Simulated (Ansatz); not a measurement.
Input file:

```yaml
crystal:
  periodic: [false, false, false]
  atoms:
    - {symbol: B, position_ang: [0.000000, 0.000000, 0.000000]}
    - {symbol: F, position_ang: [0.000000, 0.000000, 1.117000]}
basis:
  gaussian: {orbitals: cc-pVDZ}
magnetization: {spin_polarized: true, initial_magnetization: 0}
correlation: {method: mp2, electrons: outside_noble_gas}
```

```sh
$ ansatz run in.yaml --threads 1 --pin off --events-out ev --progress --plain --max-ram 2393MiB
```

Question: Roughly how long does this take on 1 thread of Intel Xeon Platinum 8488C, shared host, and how much host memory?

Answer: 0.12 s wall and 0.08 GiB.

```
260 factors; integrals over basis functions are off by at most 5.0e-4 eV
mean field evaluation 1: about -3375.6763 eV, gradient 1.3e1 eV
mean field evaluation 2: about -3375.6785 eV, gradient 1.3e1 eV
mean field evaluation 4: about -3376.2751 eV, gradient 7.4e-1 eV
mean field evaluation 8: about -3376.2792 eV, gradient 1.0e-4 eV
mean field evaluation 16: about -3375.9760 eV, gradient 2.2e0 eV
mean field -3376.27922263 eV, -124.0759729073 hartree, gradient 8.3e-7 eV, S^2 0.000000; 2 other end points of the search recorded, 0 dependent functions left out
2 core orbitals not correlated: weight in the atoms' cores, before any rotation towards them, 1.000 or more for the frozen orbitals, at most 0.000 for the correlated occupied ones
reference -3376.27922263 eV, -124.0759729073 hartree; 5, 5 occupied and 21, 21 virtual orbitals, 260 factors
second order -6.63900348 eV of doubles, -0.00000000 eV of singles
Total energy: -3382.91822611 eV, -124.3199517853 hartree
```
